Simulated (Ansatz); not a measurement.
Cost and result for the atomization energy of C2H2Cl2O, SMILES `OC=C(Cl)Cl` (7 atoms, 6 bonds).

Total charge 0; spin multiplicity 1. The structure was optimised at the PBE0-D4/def2-TZVP level. It is one conformer, not always the lowest. Program: Ansatz. All runs use 2 threads of an Arm Neoverse V1 on a shared host. Times are those of one run each, without the atoms' runs, and a repeat can differ threefold. Electronic energies, without spin–orbit coupling; frozen cores. CCSD(T)/CBS adds CCSD(T) − MP2 in def2-TZVPP to the MP2 limit, and its time is that of the two runs behind it. T1 = 0.012. B3LYP takes the VWN-RPA correlation (the form of Gaussian; ORCA's B3LYP/G).

CCSD(T)/CBS is a level of theory with its own doubt, some kJ/mol a heavy atom from the limit and from the frozen cores, so smaller differences don't rank the functionals.

| level | functions | wall time |
| --- | --- | --- |
| LDA (SPW92)/def2-TZVPP | 205 | 1.5 s |
| PBE-D4/def2-TZVPP (with forces) | 205 | 3.1 s |
| PBE0-D4/def2-TZVPP | 205 | 3.7 s |
| CCSD(T)/def2-SVP | 88 | 3.8 s |
| BHLYP-D4/def2-TZVPP | 205 | 3.9 s |
| B3LYP-D4/def2-TZVPP (with forces) | 205 | 6 s |
| B2PLYP/def2-TZVPP | 205 | 6.5 s |
| PBE-QIDH/def2-TZVPP | 205 | 6.5 s |
| r2SCANh-D4/def2-TZVPP | 205 | 7 s |
| ωB97M-V/def2-TZVPP (with forces) | 205 | 14 s |
| MP2/def2-QZVPP | 371 | 21 s |
| CCSD(T)/def2-TZVPP | 205 | 110 s |
| CCSD(T)/CBS(def2) | – | 2.1 min |

(1) What atomization energy does each give, and how far from CCSD(T)/CBS? (Estimate.)

Results:

(1) The calculation gave: 
```csv
level,atomization (kJ/mol),difference from CCSD(T)/CBS,per bond
LDA (SPW92)/def2-TZVPP,3149.7,546.8,91.1
PBE-D4/def2-TZVPP (with forces),2743.1,140.2,23.4
PBE0-D4/def2-TZVPP,2646.1,43.2,7.2
CCSD(T)/def2-SVP,2433.2,-169.7,-28.3
BHLYP-D4/def2-TZVPP,2455.2,-147.7,-24.6
B3LYP-D4/def2-TZVPP (with forces),2589.0,-13.9,-2.3
B2PLYP/def2-TZVPP,2565.8,-37.1,-6.2
PBE-QIDH/def2-TZVPP,2602.4,-0.5,-0.1
r2SCANh-D4/def2-TZVPP,2601.7,-1.2,-0.2
ωB97M-V/def2-TZVPP (with forces),2620.0,17.1,2.9
MP2/def2-QZVPP,2676.3,73.4,12.2
CCSD(T)/def2-TZVPP,2514.5,-88.4,-14.7
CCSD(T)/CBS(def2),2602.9,0.0,0.0
```

From r2SCAN to r2SCAN0 (25 % exact exchange), in def2-TZVPP and without D4, the atomization energy moves by −77.3 kJ/mol: exact exchange takes away binding that semilocal exchange gives to molecules. Leaving LDA and LC-ωPBE aside and taking each functional with its dispersion term where it has one, the values spread over 287.9 kJ/mol, from BHLYP-D4 to PBE-D4. LDA lies +424.2 kJ/mol from PBE without D4, its usual overbinding. At CCSD(T), def2-SVP lies −169.7 kJ/mol from the extrapolated value and def2-TZVPP −88.4 kJ/mol: correlation converges slowly with the basis, and small sets miss more of it in the bonded molecule than in its fragments.
